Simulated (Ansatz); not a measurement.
# SN+: geometry and frequencies at several levels, part 2 of 2

Aim: geometry and frequencies at several levels, for SN+, with the cost of each level. Charge +1.

Ansatz 0.2.0, Gaussian bases. Earlier steps stand in the parts before.

## 9. Relaxation, B3LYP-D4/def2-TZVPP

Contents of input.yaml:

```yaml
crystal:
  periodic: [false, false, false]
  atoms:
    - { symbol: "N", position_ang: [0.0, 0.0, -0.01284272] }
    - { symbol: S, position_ang: [0.0, 0.0, 1.40966272] }
total_charge: 1
basis:
  gaussian: { orbitals: def2-TZVPP }
hamiltonian:
  xc: { name: B3LYP }
  dispersion: d4
relax:
  f_tol: 0.002
  max_steps: 150
```

Started as:

```sh
$ ansatz run input.yaml --threads 2 --pin off --max-ram 5120MiB --backend cpu --events-out ev --progress --plain --runs-dir out
```

Output, shortened:

```text
Warning: RAYON_NUM_THREADS=2 ignored (pool sized by the plan → 2); use --threads N
[...]
Functional definition: B3LYP
[...]
451 factors; their error is unknown
[...]
mean field -12315.42519092 eV, -452.5835280715 hartree, gradient 7.6e-5 eV, S^2 0.000000; 0 other end points of the search recorded, 0 dependent functions left out
[...]
reference -12315.42534930 eV, -452.5835338916 hartree; 11, 11 occupied and 62, 62 virtual orbitals, 451 factors
relax step   1: F+E_penalty+E_count = -12315.45260297 eV  Δ(F+E_penalty+E_count) = +0.000e0 eV  max|allowed force component| = 3.416e-1 eV/Å  Δτ_max = 0.0000 Å  (27 SCF iters, accepted)
[...]
relax step   2: F+E_penalty+E_count = -12315.45317187 eV  Δ(F+E_penalty+E_count) = -5.689e-4 eV  max|allowed force component| = 1.492e-1 eV/Å  Δτ_max = 0.0012 Å  (30 SCF iters, accepted)
[...]
relax step   3: F+E_penalty+E_count = -12315.45330756 eV  Δ(F+E_penalty+E_count) = -1.357e-4 eV  max|allowed force component| = 1.346e-3 eV/Å  Δτ_max = 0.0009 Å  (30 SCF iters, accepted)
451 factors; their error is unknown
mean field -12315.42590203 eV, -452.5835542041 hartree, gradient 1.3e-5 eV, S^2 0.000000; 1 other end points of the search recorded, 0 dependent functions left out
[...]
reference -12315.42606038 eV, -452.5835600234 hartree; 11, 11 occupied and 62, 62 virtual orbitals, 451 factors
Total energy: -12315.45346591 eV, -452.5845671579 hartree
Atom 0 at    -0.000000    -0.000000    -0.014906 Å, force     0.000000    -0.000000    -0.001346 eV/Å
Atom 1 at     0.000000     0.000000     1.411726 Å, force    -0.000000     0.000000     0.001346 eV/Å
Dipole moment:     0.000000    -0.000000     0.447091 e Å
```

Run time: 1.8 s. Hardware: 2 threads of Intel Xeon Platinum 8488C (Sapphire Rapids), shared host; peak memory 0.14 GiB.

Step by step:

```csv
step,energy from step 1 (eV),largest force component (eV/Å)
1,0.0000,0.3416
2,-0.0006,0.1492
3,-0.0007,0.0013
```

Step 1 is the start.

Before: Bond lengths: N1–S2 1.423 Å.

After: Bond lengths: N1–S2 1.427 Å.

## 10. Frequencies, B3LYP-D4/def2-TZVPP

Contents of input.yaml:

```yaml
crystal:
  periodic: [false, false, false]
  atoms:
    - { symbol: "N", position_ang: [0.0, 0.0, -0.01490592] }
    - { symbol: S, position_ang: [0.0, 0.0, 1.41172592] }
total_charge: 1
basis:
  gaussian: { orbitals: def2-TZVPP }
hamiltonian:
  xc: { name: B3LYP }
  dispersion: d4
phonons: {}
```

Started as:

```sh
$ ansatz run input.yaml --threads 2 --pin off --max-ram 5120MiB --backend cpu --events-out ev --progress --plain --runs-dir out
```

Output, shortened:

```text
Warning: RAYON_NUM_THREADS=2 ignored (pool sized by the plan → 2); use --threads N
[...]
[... 1 set-up line as earlier in the session ...]
[...]
451 factors; their error is unknown
[...]
mean field -12315.42590203 eV, -452.5835542041 hartree, gradient 1.6e-5 eV, S^2 0.000000; 0 other end points of the search recorded, 0 dependent functions left out
[...]
reference -12315.42606038 eV, -452.5835600234 hartree; 11, 11 occupied and 62, 62 virtual orbitals, 451 factors
[...]
451 factors; their error is unknown
mean field -12315.42590204 eV, -452.5835542043 hartree, gradient 1.1e-6 eV, S^2 0.000000; 0 other end points of the search recorded, 0 dependent functions left out
[...]
reference -12315.42606039 eV, -452.5835600236 hartree; 11, 11 occupied and 62, 62 virtual orbitals, 451 factors
[...]
451 factors; their error is unknown
[...]
reference -12315.42606039 eV, -452.5835600236 hartree; 11, 11 occupied and 62, 62 virtual orbitals, 451 factors
[...]
451 factors; their error is unknown
mean field -12315.42565604 eV, -452.5835451640 hartree, gradient 1.1e-6 eV, S^2 0.000000; 0 other end points of the search recorded, 0 dependent functions left out
[...]
reference -12315.42581438 eV, -452.5835509829 hartree; 11, 11 occupied and 62, 62 virtual orbitals, 451 factors
[...]
451 factors; their error is unknown
mean field -12315.42563897 eV, -452.5835445369 hartree, gradient 1.1e-6 eV, S^2 0.000000; 0 other end points of the search recorded, 0 dependent functions left out
[...]
reference -12315.42579734 eV, -452.5835503567 hartree; 11, 11 occupied and 62, 62 virtual orbitals, 451 factors
Total energy: -12315.45346591 eV, -452.5845671579 hartree
Atom 0 at     0.000000     0.000000    -0.014906 Å, force     0.000000    -0.000000    -0.001348 eV/Å
Atom 1 at     0.000000     0.000000     1.411726 Å, force    -0.000000     0.000000     0.001348 eV/Å
Dipole moment:     0.000000    -0.000000     0.447091 e Å
Vibrations: 1507.15 cm⁻¹, zero-point energy 0.093431 eV
```

Run time: 4.2 s. Hardware: 2 threads of Intel Xeon Platinum 8488C (Sapphire Rapids), shared host; peak memory 0.14 GiB.

Harmonic frequencies (cm⁻¹; negative: imaginary): 1507.

## 11. Relaxation, B2PLYP/def2-TZVPP

Contents of input.yaml:

```yaml
crystal:
  periodic: [false, false, false]
  atoms:
    - { symbol: "N", position_ang: [0.0, 0.0, -0.01284272] }
    - { symbol: S, position_ang: [0.0, 0.0, 1.40966272] }
total_charge: 1
basis:
  gaussian: { orbitals: def2-TZVPP }
hamiltonian:
  xc: { name: B2PLYP }
relax:
  f_tol: 0.002
  max_steps: 150
```

Started as:

```sh
$ ansatz run input.yaml --threads 2 --pin off --max-ram 5120MiB --backend cpu --events-out ev --progress --plain --runs-dir out
```

Output, shortened:

```text
Warning: RAYON_NUM_THREADS=2 ignored (pool sized by the plan → 2); use --threads N
[...]
Functional definition: B2PLYP
[...]
494 factors; integrals over basis functions are off by at most 2.1e-4 eV
[...]
mean field -12307.45488013 eV, -452.2906245524 hartree, gradient 1.4e-6 eV, S^2 0.000000; 0 other end points of the search recorded, 0 dependent functions left out
6 core orbitals not correlated: weight in the atoms' cores, before any rotation towards them, 1.000 or more for the frozen orbitals, at most 0.000 for the correlated occupied ones
reference -12307.45498067 eV, -452.2906282468 hartree; 5, 5 occupied and 62, 62 virtual orbitals, 494 factors
second order -12.68838299 eV of doubles, -0.00000000 eV of singles
[...]
relax step   1: F+E_penalty+E_count = -12310.88074354 eV  Δ(F+E_penalty+E_count) = +0.000e0 eV  max|allowed force component| = 1.543e0 eV/Å  Δτ_max = 0.0000 Å  (43 SCF iters, accepted)
[...]
relax step   5: F+E_penalty+E_count = -12310.89640968 eV  Δ(F+E_penalty+E_count) = -1.268e-7 eV  max|allowed force component| = 3.491e-6 eV/Å  Δτ_max = 0.0000 Å  (27 SCF iters, accepted)
494 factors; integrals over basis functions are off by at most 2.2e-4 eV
[...]
mean field -12307.40798175 eV, -452.2889010685 hartree, gradient 1.4e-6 eV, S^2 0.000000; 1 other end points of the search recorded, 0 dependent functions left out
6 core orbitals not correlated: weight in the atoms' cores, before any rotation towards them, 1.000 or more for the frozen orbitals, at most 0.000 for the correlated occupied ones
reference -12307.40808232 eV, -452.2889047643 hartree; 5, 5 occupied and 62, 62 virtual orbitals, 494 factors
second order -12.92010347 eV of doubles, -0.00000000 eV of singles
[...]
Total energy: -12310.89651025 eV, -452.4171021264 hartree
Atom 0 at     0.000000     0.000000    -0.023231 Å, force    -0.000000    -0.000000     0.000003 eV/Å
Atom 1 at    -0.000000    -0.000000     1.420051 Å, force    -0.000000     0.000000    -0.000003 eV/Å
Dipole moment:     0.000000    -0.000000     0.433920 e Å
```

Wall time 7.3 s (2 threads of Intel Xeon Platinum 8488C (Sapphire Rapids), shared host); peak memory 0.14 GiB.

Relaxation path:

| step | energy from step 1 (eV) | largest force component (eV/Å) |
| --- | --- | --- |
| 1 | 0.0000 | 1.5433 |
| 2 | -0.0119 | 0.7381 |
| 3 | -0.0157 | 0.0368 |
| 4 | -0.0157 | 0.0039 |
| 5 | -0.0157 | 0.0000 |

Step 1 is the start.

Before: Bond lengths: N1–S2 1.423 Å.

After: Bond lengths: N1–S2 1.443 Å.

## 12. Frequencies, B2PLYP/def2-TZVPP

Contents of input.yaml:

```yaml
crystal:
  periodic: [false, false, false]
  atoms:
    - { symbol: "N", position_ang: [0.0, 0.0, -0.0232314] }
    - { symbol: S, position_ang: [0.0, 0.0, 1.4200514] }
total_charge: 1
basis:
  gaussian: { orbitals: def2-TZVPP }
hamiltonian:
  xc: { name: B2PLYP }
phonons: {}
```

Started as:

```sh
$ ansatz run input.yaml --threads 2 --pin off --max-ram 5120MiB --backend cpu --events-out ev --progress --plain --runs-dir out
```

Output, shortened:

```text
Warning: RAYON_NUM_THREADS=2 ignored (pool sized by the plan → 2); use --threads N
[...]
[... 1 set-up line as earlier in the session ...]
[...]
494 factors; integrals over basis functions are off by at most 2.2e-4 eV
[...]
mean field -12307.40798174 eV, -452.2889010683 hartree, gradient 1.0e-6 eV, S^2 0.000000; 0 other end points of the search recorded, 0 dependent functions left out
6 core orbitals not correlated: weight in the atoms' cores, before any rotation towards them, 1.000 or more for the frozen orbitals, at most 0.000 for the correlated occupied ones
reference -12307.40808231 eV, -452.2889047641 hartree; 5, 5 occupied and 62, 62 virtual orbitals, 494 factors
second order -12.92010345 eV of doubles, -0.00000000 eV of singles
[...]
494 factors; integrals over basis functions are off by at most 2.2e-4 eV
[...]
second order -12.94862702 eV of doubles, -0.00000000 eV of singles
[...]
494 factors; integrals over basis functions are off by at most 2.2e-4 eV
mean field -12307.41542795 eV, -452.2891747112 hartree, gradient 9.1e-7 eV, S^2 0.000000; 0 other end points of the search recorded, 0 dependent functions left out
6 core orbitals not correlated: weight in the atoms' cores, before any rotation towards them, 1.000 or more for the frozen orbitals, at most 0.000 for the correlated occupied ones
reference -12307.41552851 eV, -452.2891784067 hartree; 5, 5 occupied and 62, 62 virtual orbitals, 494 factors
second order -12.89171873 eV of doubles, -0.00000000 eV of singles
[...]
Total energy: -12310.89651024 eV, -452.4171021260 hartree
Atom 0 at     0.000000     0.000000    -0.023231 Å, force    -0.000000     0.000000     0.000004 eV/Å
Atom 1 at     0.000000     0.000000     1.420051 Å, force     0.000000     0.000000    -0.000004 eV/Å
Dipole moment:     0.000000     0.000000     0.433920 e Å
Vibrations: 1390.15 cm⁻¹, zero-point energy 0.086178 eV
```

It took 13 s on 2 threads of Intel Xeon Platinum 8488C (Sapphire Rapids), shared host; peak memory 0.14 GiB.

Harmonic frequencies (cm⁻¹; negative: imaginary): 1390.

## 13. The levels compared

| level | N1–S2 (Å) | rotational constants (MHz) | highest frequency (cm⁻¹) | CPU time |
| --- | --- | --- | --- | --- |
| PBE0-D4/def2-TZVPP | 1.4225 | 25647 | 1540 | 4.6 s |
| PBE-D4/def2-TZVPP | 1.4444 | 24874 | 1433 | 3.1 s |
| r2SCAN-D4/def2-TZVPP | 1.4314 | 25328 | 1492 | 5.9 s |
| B3LYP-D4/def2-TZVPP | 1.4266 | 25499 | 1507 | 2.9 s |
| B2PLYP/def2-TZVPP | 1.4433 | 24914 | 1390 | 13 s |

Constants are for the commonest isotopes at the equilibrium geometry; times are CPU times of the relaxations.

## 14. Summary of results

What follows sums up all 2 parts.

| quantity | value |
| --- | --- |
| N1–S2 at B2PLYP/def2-TZVPP | 1.443 Å |
| frequencies at B2PLYP/def2-TZVPP | 1390 cm⁻¹ |

**Reading.** The N–S distance spreads over 0.022 Å, from PBE0-D4/def2-TZVPP (shortest) to PBE-D4/def2-TZVPP. No mode is imaginary, so the geometry is a minimum.
